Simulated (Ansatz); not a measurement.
Compare A (`C=C(O)OCF`) with its isomer B (`CC(O)(F)C=O`).

Program: Ansatz. Geometries: PBE0-D4/def2-TZVP. ΔE: electronic, gas phase. CCSD(T)/CBS is the MP2 limit (def2-TZVPP, def2-QZVPP) plus CCSD(T) − MP2 in def2-TZVPP, frozen cores. DFT in def2-TZVPP. B3LYP here is the variant with VWN-RPA as its local correlation; programs differ in this. One conformer a species, not always the lowest.

(1) Which isomer does CCSD(T)/CBS put lower? Give the gap. (Best estimate.)

(2) Give E(B) − E(A) in kcal/mol with ωB97M-V, r2SCAN-D4, PBE-D4, PBE0-D4, B2PLYP, B3LYP-D4, HF/def2-TZVPP. (Best estimate.)

Largest T1 diagnostic: 0.014.

## Answers

(1) The calculation gave: B, by 18.9 kcal/mol.

(2) Computed: ωB97M-V -18.4, r2SCAN-D4 -17.5, PBE-D4 -17.8, PBE0-D4 -17.0, B2PLYP -18.3, B3LYP-D4 -17.2, HF/def2-TZVPP -16.8. None reverses the order clearly.

In def2-TZVPP, CCSD(T) changes the Hartree–Fock value by −2.5 kcal/mol (the triples alone add −0.4 kcal/mol) and MP2 by −2.6 kcal/mol.
